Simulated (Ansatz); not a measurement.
KZnF3 (Pm-3m)

Level of theory: Ansatz, DFT PBE, scalar-relativistic, plane waves, PAW.

Cutoff 420 eV; k points 6×6×6 on the computed 5-atom cell (Γ-centred); Gaussian smearing, width 0.02 eV; no spin polarisation.

The structure is relaxed at this level of theory with its symmetry kept. Whether it is the stable form of this composition wasn't checked.

The structure is cubic, space group Pm-3m (No. 221). The conventional cell has a = 4.128 Å, b = 4.128 Å, c = 4.128 Å, α = 90.00°, β = 90.00°, γ = 90.00°. Around K (site symmetry m-3m) lie 12 F at 2.92 Å. Zn (site symmetry m-3m) has 6 F at 2.06 Å as nearest neighbours. Around F (site symmetry 4/mmm) lie 2 Zn at 2.06 Å.

```
Volume per atom                                                   : 14.06 Å³
Formation energy from the elements' standard states (uncorrected) : -2.543 eV/atom
Kohn–Sham band gap                                                : 3.71 eV
Löwdin character of the top 1 eV of the valence band              : F 2p 64 %, Zn 3d 34 %
Löwdin character of the lowest 1 eV of the conduction band        : Zn 4s 48 %, K 4s 26 %, F 2s 16 %, F 2p 7 %
Bader charges (e)                                                 : K (1 in the cell) 0.89, Zn (1 in the cell) 1.46, F (3 in the cell) -0.78
```

Symmetry holds off the tilts and polar distortions that many cubic perovskites undergo.

Cost: 1 run of about 0.52 core-minutes, on Arm Neoverse V2 (shared hosts).